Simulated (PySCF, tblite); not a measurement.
# C₄H₆FO+: a rotation path, then NMR shifts on frames

Aim: move C₄H₆FO+ (`CC[C@H](F)C#[O+]`) away from its starting geometry and see how NMR shifts follow the geometry.

Programs: tblite 0.8.0 and PySCF 2.14.0, with density-fitted response routines of our own. Each step states its level of theory. These are calculated values for one molecule in the gas phase, unless marked as measured. Atoms count from 0, in the outputs and in this text.

## 1. The starting structure

12 atoms, charge 1, multiplicity 1; geometry from: GFN2-xTB.

Bonds of the start (Å): C0–C1 1.52, C1–C2 1.58, C2–F3 1.35, C2–C4 1.41, C4–O5 1.12, C0–H6 1.09, C0–H7 1.09, C0–H8 1.09, C1–H9 1.09, C1–H10 1.09, C2–H11 1.11.

## 2. A band between two rotamers with GFN2-xTB

What the job is given:

```
{"job": {"kind": "neb", "xc": "GFN2-xTB", "basis": "xTB", "atoms": [0, 1, 2, 3], "turn": 120}, "charge": 1, "multiplicity": 1}
C     -1.560368    -0.016785     0.111979
C     -0.202581    -0.220819    -0.541032
C      0.903375     0.306772     0.449112
F      0.848075     1.655144     0.559541
C      2.138620    -0.154051    -0.061124
O      3.027240    -0.616609    -0.552474
H     -2.325307    -0.304036    -0.607581
H     -1.681971    -0.634709     0.998207
H     -1.717597     1.025626     0.376975
H     -0.130063     0.355717    -1.464502
H     -0.033089    -1.276642    -0.756057
H      0.734865    -0.120295     1.460927
```

Method: GFN2-xTB climbing-image nudged elastic band, gas phase.

Command:

```
$ OMP_NUM_THREADS=1 python probes_run.py task.json out
```

This one command runs all jobs of the session in turn.

The program printed:

```text
image   E - E0 / eV
  0       0.0000
  1       0.0129
  2       0.0457
  3       0.0853
  4       0.1109
  5       0.1055
  6       0.0736
  7       0.0357
  8       0.0129
```

Wall time 6.2 s (1 thread of Intel Xeon at 2.50GHz, shared host); peak memory 0.18 GiB.

The final band, with the dihedral C0–C1–C2–F3:

```
image  dihedral (°)  energy (eV)  energy (kcal/mol)
    0           -69        0.000                0.0
    1           -56        0.013                0.3
    2           -42        0.046                1.1
    3           -28        0.085                2.0
    4           -11        0.111                2.6
    5             5        0.106                2.4
    6            21        0.074                1.7
    7            36        0.036                0.8
    8            50        0.013                0.3
```

## 3. Shielding tensors: image 0, PBE0/pcSseg-1

What the job is given:

```
{"job": {"kind": "nmr", "xc": "PBE0", "basis": "pcSseg-1", "pop": false}, "charge": 1, "multiplicity": 1}
C     -1.560400    -0.016800     0.112000
C     -0.202600    -0.220800    -0.541000
C      0.903400     0.306800     0.449100
F      0.848100     1.655100     0.559500
C      2.138600    -0.154100    -0.061100
O      3.027200    -0.616600    -0.552500
H     -2.325300    -0.304000    -0.607600
H     -1.682000    -0.634700     0.998200
H     -1.717600     1.025600     0.377000
H     -0.130100     0.355700    -1.464500
H     -0.033100    -1.276600    -0.756100
H      0.734900    -0.120300     1.460900
```

With the program's defaults for keys left out, this is: GIAO PBE0/pcSseg-1 NMR shielding, non-relativistic, gas phase.

The program printed:

```text
coarse grid: 10240 points
cycle   1  E = -330.1413020052  dE =  1.248e+00  |g| = 8.805e-01  |ddm| = 2.976e+00
cycle   2  E = -329.5788675710  dE =  5.624e-01  |g| = 2.001e+00  |ddm| = 1.777e+00
cycle   3  E = -330.2964058443  dE = -7.175e-01  |g| = 2.512e-01  |ddm| = 1.079e+00
cycle   4  E = -330.3080290561  dE = -1.162e-02  |g| = 9.168e-02  |ddm| = 2.216e-01
cycle   5  E = -330.3094334505  dE = -1.404e-03  |g| = 1.967e-02  |ddm| = 5.308e-02
cycle   6  E = -330.3094921786  dE = -5.873e-05  |g| = 5.253e-03  |ddm| = 1.728e-02
cycle   7  E = -330.3094969461  dE = -4.767e-06  |g| = 1.428e-03  |ddm| = 3.985e-03
final grid: 99880 points
cycle   8  E = -330.3627254738  dE = -5.620e-06  |g| = 1.527e-02  |ddm| = 2.549e-02
cycle   9  E = -330.3625727444  dE =  1.527e-04  |g| = 3.261e-02  |ddm| = 2.386e-02
cycle  10  E = -330.3627696966  dE = -1.970e-04  |g| = 3.414e-03  |ddm| = 1.614e-02
cycle  11  E = -330.3627721913  dE = -2.495e-06  |g| = 3.107e-04  |ddm| = 2.259e-03
cycle  12  E = -330.3627722078  dE = -1.653e-08  |g| = 1.297e-04  |ddm| = 3.232e-04
cycle  13  E = -330.3627722103  dE = -2.532e-09  |g| = 4.128e-05  |ddm| = 9.172e-05
cycle  14  E = -330.3627722107  dE = -3.249e-10  |g| = 9.838e-06  |ddm| = 3.645e-05
converged SCF energy = -330.3627722107

GIAO shielding tensors (ppm)
atom      isotropic    diamagn.    paramagn.     s11        s22        s33       span
  0 C      167.943     246.474     -78.531    145.920    170.867    187.043     41.123
  1 C      136.710     252.558    -115.848    110.368    131.791    167.970     57.602
  2 C      108.341     247.323    -138.982     71.515    103.988    149.520     78.005
  3 F      421.797     469.126     -47.329    380.398    418.802    466.190     85.792
  4 C       26.298     263.435    -237.137    -98.888    -77.778    255.562    354.450
  5 O      -55.924     395.247    -451.171   -234.681   -169.395    236.303    470.984
  6 H       29.231      27.204       2.027     24.389     26.147     37.155     12.766
  7 H       29.902      28.697       1.205     25.660     27.526     36.519     10.859
  8 H       29.178      28.461       0.717     24.561     28.383     34.589     10.027
  9 H       28.119      30.246      -2.127     24.236     27.545     32.576      8.340
 10 H       28.874      31.250      -2.376     24.281     28.407     33.934      9.653
 11 H       24.907      27.252      -2.345     22.612     23.333     28.776      6.164
```

It took 30 s on 1 thread of Intel Xeon at 2.50GHz, shared host; peak memory 0.64 GiB.

The references, computed at this level on geometries of the same kind, shield at (ppm): ¹H TMS 31.72, ¹³C TMS 186.9, ¹⁹F CFCl3 170.9, ¹⁷O H2O 336.1. Their shielding less the atom's gives the shift. The references are single molecules in the gas phase, so shifts against H2O, NH3, PH3, H3PO4 or CFCl3 are not on the usual liquid scales and can be off by tens of ppm. Each atom is listed at this fixed geometry, with no averaging over motion; a spectrum would average atoms that exchange fast.

```
atoms                        environment  σ (ppm)  δ (ppm)
   C4                     acylium carbon     26.3    160.6
   C2                 sp3 CH bonded to F    108.3     78.6
   C1                            sp3 CH2    136.7     50.2
   C0                      methyl carbon    167.9     19.0
  H11  hydrogen on an sp3 CH bonded to F    24.91     6.81
   H9             hydrogen on an sp3 CH2    28.12     3.60
  H10             hydrogen on an sp3 CH2    28.87     2.84
   H8        hydrogen on a methyl carbon    29.18     2.54
   H6        hydrogen on a methyl carbon    29.23     2.49
   H7        hydrogen on a methyl carbon    29.90     1.82
   F3          fluorine on an sp3 carbon    421.8   -250.9
   O5                 oxygen bonded to C    -55.9    392.0
```

## 4. NMR shieldings: image 2, PBE0/pcSseg-1

What the job is given:

```
{"job": {"kind": "nmr", "xc": "PBE0", "basis": "pcSseg-1", "pop": false}, "charge": 1, "multiplicity": 1}
C     -1.556400     0.119100     0.037300
C     -0.207900    -0.377900    -0.462900
C      0.907400     0.133200     0.536500
F      0.697700     1.424500     0.905200
C      2.135100     0.021200    -0.157200
O      3.022800    -0.085800    -0.823200
H     -2.314900    -0.217000    -0.667300
H     -1.793700    -0.277400     1.020100
H     -1.591500     1.204700     0.075500
H     -0.024800     0.004800    -1.467600
H     -0.170900    -1.467200    -0.478600
H      0.898300    -0.482700     1.456300
```

Level: GIAO PBE0/pcSseg-1 NMR shielding, non-relativistic, gas phase.

The program printed:

```text
coarse grid: 10240 points
cycle   1  E = -330.1394606190  dE =  1.240e+00  |g| = 8.796e-01  |ddm| = 2.978e+00
cycle   2  E = -329.5817638454  dE =  5.577e-01  |g| = 1.994e+00  |ddm| = 1.720e+00
cycle   3  E = -330.2947345304  dE = -7.130e-01  |g| = 2.487e-01  |ddm| = 1.053e+00
cycle   4  E = -330.3060533265  dE = -1.132e-02  |g| = 9.238e-02  |ddm| = 2.134e-01
cycle   5  E = -330.3074698962  dE = -1.417e-03  |g| = 2.057e-02  |ddm| = 5.284e-02
cycle   6  E = -330.3075345537  dE = -6.466e-05  |g| = 5.414e-03  |ddm| = 1.769e-02
cycle   7  E = -330.3075396708  dE = -5.117e-06  |g| = 1.458e-03  |ddm| = 4.039e-03
final grid: 99880 points
cycle   8  E = -330.3619696459  dE = -6.288e-06  |g| = 1.519e-02  |ddm| = 2.151e-02
cycle   9  E = -330.3618193959  dE =  1.503e-04  |g| = 3.239e-02  |ddm| = 2.352e-02
cycle  10  E = -330.3620135004  dE = -1.941e-04  |g| = 3.401e-03  |ddm| = 1.591e-02
cycle  11  E = -330.3620159683  dE = -2.468e-06  |g| = 3.248e-04  |ddm| = 2.223e-03
cycle  12  E = -330.3620159852  dE = -1.684e-08  |g| = 1.391e-04  |ddm| = 3.255e-04
cycle  13  E = -330.3620159880  dE = -2.846e-09  |g| = 4.252e-05  |ddm| = 9.881e-05
cycle  14  E = -330.3620159884  dE = -3.445e-10  |g| = 1.011e-05  |ddm| = 3.721e-05
converged SCF energy = -330.3620159884

GIAO shielding tensors (ppm)
atom      isotropic    diamagn.    paramagn.     s11        s22        s33       span
  0 C      171.653     246.136     -74.483    159.881    168.782    186.298     26.416
  1 C      139.231     252.948    -113.717    100.753    145.444    171.496     70.744
  2 C      109.499     246.678    -137.179     70.273    105.257    152.967     82.694
  3 F      421.301     470.011     -48.709    370.860    404.947    488.097    117.237
  4 C       25.290     263.288    -237.998   -101.391    -79.075    256.337    357.728
  5 O      -56.028     395.246    -451.275   -238.519   -168.347    238.781    477.300
  6 H       29.271      27.214       2.057     24.489     26.151     37.174     12.685
  7 H       29.910      28.375       1.535     25.574     27.365     36.790     11.216
  8 H       29.372      28.617       0.754     24.392     28.593     35.130     10.737
  9 H       28.164      31.311      -3.146     23.827     28.291     32.375      8.548
 10 H       28.661      30.481      -1.820     24.254     27.326     34.402     10.148
 11 H       24.944      26.690      -1.745     21.691     23.478     29.664      7.973
```

Wall time 28 s (1 thread of Intel Xeon at 2.50GHz, shared host); peak memory 0.63 GiB.

In short: δ C4 161.6, C2 77.4, C1 47.7, C0 15.3, H11 6.77, H9 3.55 ppm.

## 5. Nuclear shieldings: image 4, PBE0/pcSseg-1

What the job is given:

```
{"job": {"kind": "nmr", "xc": "PBE0", "basis": "pcSseg-1", "pop": false}, "charge": 1, "multiplicity": 1}
C     -1.511900     0.237800    -0.065700
C     -0.226400    -0.516700    -0.360600
C      0.930000    -0.002300     0.605300
F      0.586000     1.125900     1.276200
C      2.040700     0.239000    -0.236600
O      2.837700     0.399700    -1.000500
H     -2.276300    -0.126600    -0.749300
H     -1.844000     0.068500     0.954500
H     -1.405200     1.307700    -0.224300
H      0.048400    -0.376700    -1.408100
H     -0.348700    -1.584400    -0.180500
H      1.170900    -0.772500     1.363700
```

With the program's defaults for keys left out, this is: GIAO PBE0/pcSseg-1 NMR shielding, non-relativistic, gas phase.

The program printed:

```text
coarse grid: 10240 points
cycle   1  E = -330.1358918101  dE =  1.240e+00  |g| = 8.788e-01  |ddm| = 2.957e+00
cycle   2  E = -329.5779582857  dE =  5.579e-01  |g| = 1.994e+00  |ddm| = 1.680e+00
cycle   3  E = -330.2903444725  dE = -7.124e-01  |g| = 2.521e-01  |ddm| = 1.030e+00
cycle   4  E = -330.3020871472  dE = -1.174e-02  |g| = 9.010e-02  |ddm| = 2.126e-01
cycle   5  E = -330.3034139960  dE = -1.327e-03  |g| = 2.131e-02  |ddm| = 5.252e-02
cycle   6  E = -330.3034836395  dE = -6.964e-05  |g| = 5.377e-03  |ddm| = 1.848e-02
cycle   7  E = -330.3034886731  dE = -5.034e-06  |g| = 1.485e-03  |ddm| = 4.086e-03
final grid: 99880 points
cycle   8  E = -330.3581689315  dE = -6.962e-06  |g| = 1.528e-02  |ddm| = 2.633e-02
cycle   9  E = -330.3580140926  dE =  1.548e-04  |g| = 3.284e-02  |ddm| = 2.359e-02
cycle  10  E = -330.3582131829  dE = -1.991e-04  |g| = 3.287e-03  |ddm| = 1.587e-02
cycle  11  E = -330.3582155092  dE = -2.326e-06  |g| = 3.154e-04  |ddm| = 2.143e-03
cycle  12  E = -330.3582155247  dE = -1.542e-08  |g| = 1.467e-04  |ddm| = 3.393e-04
cycle  13  E = -330.3582155279  dE = -3.234e-09  |g| = 4.018e-05  |ddm| = 1.082e-04
cycle  14  E = -330.3582155282  dE = -3.083e-10  |g| = 1.062e-05  |ddm| = 3.563e-05
converged SCF energy = -330.3582155282

GIAO shielding tensors (ppm)
atom      isotropic    diamagn.    paramagn.     s11        s22        s33       span
  0 C      174.343     246.134     -71.791    166.492    172.283    184.254     17.761
  1 C      142.169     252.655    -110.486     92.602    157.241    176.665     84.063
  2 C      112.139     245.253    -133.114     70.873    105.670    159.874     89.000
  3 F      426.660     469.979     -43.319    375.016    409.867    495.098    120.082
  4 C       25.829     263.841    -238.012   -102.461    -80.009    259.959    362.420
  5 O      -51.990     395.358    -447.348   -242.500   -156.631    243.161    485.661
  6 H       29.382      27.331       2.052     24.718     26.199     37.230     12.513
  7 H       29.702      28.397       1.305     25.308     27.324     36.473     11.165
  8 H       29.751      28.925       0.826     25.075     28.266     35.912     10.837
  9 H       28.369      31.720      -3.351     23.885     28.606     32.615      8.730
 10 H       28.044      29.947      -1.903     23.535     26.754     33.844     10.309
 11 H       24.706      26.014      -1.308     21.153     23.550     29.415      8.262
```

Run time: 25 s. Hardware: 1 thread of Intel Xeon at 2.50GHz, shared host; peak memory 0.63 GiB.

In short: δ C4 161.1, C2 74.8, C1 44.8, C0 12.6, H11 7.01, H10 3.67 ppm.

## 6. Shielding tensors: image 6, PBE0/pcSseg-1

What the job is given:

```
{"job": {"kind": "nmr", "xc": "PBE0", "basis": "pcSseg-1", "pop": false}, "charge": 1, "multiplicity": 1}
C     -1.426800     0.330000    -0.178800
C     -0.252400    -0.625900    -0.255700
C      0.945300    -0.109900     0.644700
F      0.536700     0.758300     1.597600
C      1.868400     0.462600    -0.261400
O      2.539400     0.828800    -1.075100
H     -2.215300    -0.036800    -0.832400
H     -1.816300     0.381000     0.834600
H     -1.166000     1.335700    -0.498800
H      0.084800    -0.754500    -1.287400
H     -0.533800    -1.610000     0.122800
H      1.437100    -0.960000     1.164000
```

Method: GIAO PBE0/pcSseg-1 NMR shielding, non-relativistic, gas phase.

The program printed:

```text
coarse grid: 10240 points
cycle   1  E = -330.1388354715  dE =  1.248e+00  |g| = 8.778e-01  |ddm| = 2.953e+00
cycle   2  E = -329.5770467133  dE =  5.618e-01  |g| = 2.000e+00  |ddm| = 1.664e+00
cycle   3  E = -330.2920195484  dE = -7.150e-01  |g| = 2.559e-01  |ddm| = 1.024e+00
cycle   4  E = -330.3042412594  dE = -1.222e-02  |g| = 8.734e-02  |ddm| = 2.143e-01
cycle   5  E = -330.3054620118  dE = -1.221e-03  |g| = 2.216e-02  |ddm| = 5.173e-02
cycle   6  E = -330.3055379484  dE = -7.594e-05  |g| = 5.157e-03  |ddm| = 1.872e-02
cycle   7  E = -330.3055425593  dE = -4.611e-06  |g| = 1.483e-03  |ddm| = 3.975e-03
final grid: 99880 points
cycle   8  E = -330.3594757975  dE = -5.761e-06  |g| = 1.504e-02  |ddm| = 2.349e-02
cycle   9  E = -330.3593231065  dE =  1.527e-04  |g| = 3.258e-02  |ddm| = 2.314e-02
cycle  10  E = -330.3595185381  dE = -1.954e-04  |g| = 3.134e-03  |ddm| = 1.565e-02
cycle  11  E = -330.3595206750  dE = -2.137e-06  |g| = 2.930e-04  |ddm| = 2.045e-03
cycle  12  E = -330.3595206878  dE = -1.280e-08  |g| = 1.406e-04  |ddm| = 3.204e-04
cycle  13  E = -330.3595206909  dE = -3.034e-09  |g| = 3.537e-05  |ddm| = 1.033e-04
cycle  14  E = -330.3595206911  dE = -2.226e-10  |g| = 1.018e-05  |ddm| = 3.091e-05
converged SCF energy = -330.3595206911

GIAO shielding tensors (ppm)
atom      isotropic    diamagn.    paramagn.     s11        s22        s33       span
  0 C      176.094     246.519     -70.425    167.084    175.964    185.234     18.150
  1 C      141.623     252.643    -111.021     98.003    154.853    172.013     74.010
  2 C      111.600     245.839    -134.239     70.714    104.776    159.311     88.597
  3 F      431.167     469.967     -38.800    378.657    436.222    478.621     99.964
  4 C       26.999     263.707    -236.708   -103.270    -78.683    262.949    366.219
  5 O      -45.039     395.403    -440.442   -236.696   -164.033    265.612    502.308
  6 H       29.407      27.512       1.895     24.811     26.209     37.201     12.391
  7 H       29.488      28.601       0.887     24.732     27.723     36.009     11.277
  8 H       30.196      29.465       0.730     25.787     28.296     36.504     10.717
  9 H       28.790      31.375      -2.585     24.856     28.026     33.489      8.633
 10 H       27.528      29.740      -2.212     22.711     26.560     33.314     10.602
 11 H       24.360      25.637      -1.277     21.433     22.975     28.673      7.240
```

Run time: 26 s. Hardware: 1 thread of Intel Xeon at 2.50GHz, shared host; peak memory 0.63 GiB.

This run: δ C4 159.9, C2 75.3, C1 45.3, C0 10.8, H11 7.36, H10 4.19 ppm.

## 7. Shielding tensors: image 8, PBE0/pcSseg-1

What the job is given:

```
{"job": {"kind": "nmr", "xc": "PBE0", "basis": "pcSseg-1", "pop": false}, "charge": 1, "multiplicity": 1}
C     -1.325600     0.394300    -0.302500
C     -0.281600    -0.697200    -0.178300
C      0.964100    -0.222900     0.660200
F      0.584700     0.330400     1.833700
C      1.686600     0.656100    -0.179500
O      2.201900     1.256000    -0.966400
H     -2.213400    -0.023700    -0.773300
H     -1.615600     0.773700     0.674600
H     -0.984600     1.224900    -0.916800
H      0.051200    -1.059800    -1.152100
H     -0.689200    -1.544500     0.380500
H      1.622800    -1.088100     0.893900
```

Level: GIAO PBE0/pcSseg-1 NMR shielding, non-relativistic, gas phase.

The program printed:

```text
coarse grid: 10240 points
cycle   1  E = -330.1434682605  dE =  1.252e+00  |g| = 8.756e-01  |ddm| = 2.955e+00
cycle   2  E = -329.5867963930  dE =  5.567e-01  |g| = 1.993e+00  |ddm| = 1.655e+00
cycle   3  E = -330.2955382120  dE = -7.087e-01  |g| = 2.560e-01  |ddm| = 1.021e+00
cycle   4  E = -330.3076938897  dE = -1.216e-02  |g| = 8.651e-02  |ddm| = 2.113e-01
cycle   5  E = -330.3088689577  dE = -1.175e-03  |g| = 2.305e-02  |ddm| = 5.151e-02
cycle   6  E = -330.3089523278  dE = -8.337e-05  |g| = 4.941e-03  |ddm| = 1.886e-02
cycle   7  E = -330.3089565998  dE = -4.272e-06  |g| = 1.448e-03  |ddm| = 3.837e-03
final grid: 99880 points
cycle   8  E = -330.3629497003  dE = -3.601e-06  |g| = 1.534e-02  |ddm| = 2.416e-02
cycle   9  E = -330.3627922748  dE =  1.574e-04  |g| = 3.312e-02  |ddm| = 2.364e-02
cycle  10  E = -330.3629940838  dE = -2.018e-04  |g| = 3.249e-03  |ddm| = 1.593e-02
cycle  11  E = -330.3629963883  dE = -2.305e-06  |g| = 2.772e-04  |ddm| = 2.136e-03
cycle  12  E = -330.3629963990  dE = -1.066e-08  |g| = 1.458e-04  |ddm| = 3.044e-04
cycle  13  E = -330.3629964023  dE = -3.308e-09  |g| = 3.075e-05  |ddm| = 9.971e-05
cycle  14  E = -330.3629964025  dE = -1.680e-10  |g| = 9.844e-06  |ddm| = 2.774e-05
converged SCF energy = -330.3629964025

GIAO shielding tensors (ppm)
atom      isotropic    diamagn.    paramagn.     s11        s22        s33       span
  0 C      176.435     248.573     -72.138    162.674    177.939    188.693     26.019
  1 C      139.584     252.158    -112.574    109.442    142.233    167.076     57.633
  2 C      108.682     247.192    -138.510     70.271    103.420    152.355     82.084
  3 F      424.835     469.770     -44.935    367.241    424.671    482.593    115.352
  4 C       27.677     263.693    -236.016   -102.751    -77.521    263.303    366.054
  5 O      -43.912     395.564    -439.476   -230.511   -190.761    289.537    520.048
  6 H       29.333      27.745       1.587     24.523     26.198     37.276     12.753
  7 H       29.399      29.195       0.204     24.534     28.317     35.346     10.811
  8 H       30.407      30.285       0.122     25.995     28.587     36.640     10.645
  9 H       28.864      30.813      -1.949     24.953     27.296     34.343      9.390
 10 H       27.496      29.382      -1.886     22.804     26.373     33.312     10.507
 11 H       24.328      25.590      -1.262     21.400     22.934     28.651      7.250
```

Wall time 26 s (1 thread of Intel Xeon at 2.50GHz, shared host); peak memory 0.63 GiB.

Key values: δ C4 159.2, C2 78.2, C1 47.3, C0 10.5, H11 7.39, H10 4.22 ppm.

## 8. Run by run: NMR shifts

Shifts (ppm) of some atoms, chosen among heavy atoms and hydrogens apart, with basis size and wall time:

```
  frame    C2    C1    C0   H10    H8      F3     O5  functions  time
image 0  78.6  50.2  19.0  2.84  2.54  -250.9  392.0        132  30 s
image 2  77.4  47.7  15.3  3.06  2.35  -250.4  392.1        132  28 s
image 4  74.8  44.8  12.6  3.67  1.97  -255.7  388.1        132  25 s
image 6  75.3  45.3  10.8  4.19  1.52  -260.2  381.1        132  26 s
image 8  78.2  47.3  10.5  4.22  1.31  -253.9  380.0        132  26 s
```

## 9. Results

```
                                         quantity                                   value
                                          barrier      0.111 eV (2.6 kcal/mol) at image 4
                            end to end (GFN2-xTB)                                0.013 eV
  ¹³C shifts against TMS (PBE0/pcSseg-1, image 0)             160.6, 78.6, 50.2, 19.0 ppm
   ¹H shifts against TMS (PBE0/pcSseg-1, image 0)  6.81, 3.60, 2.84, 2.54, 2.49, 1.82 ppm
¹⁹F shifts against CFCl3 (PBE0/pcSseg-1, image 0)                              -250.9 ppm
  ¹⁷O shifts against H2O (PBE0/pcSseg-1, image 0)                               392.0 ppm
                         range of the shift of O5                      380.0 to 392.1 ppm
```

What this shows: Along the band the dihedral turns by 119°, and the top (dihedral -11°) lies 2.6 kcal/mol above the start (GFN2-xTB, rough), so at room temperature this motion is fast. Ends this close can change order at a higher level. The top was not checked by a frequency run. Shifts at one fixed geometry are not the observed spectrum, which averages over the motion. In the first frame run (image 0): Shielding is most anisotropic at O5 (span 471 ppm, paramagnetic term -451 ppm). Across the 5 runs the shift of O5 moves most, between 380.0 (image 8) and 392.1 ppm (image 2).
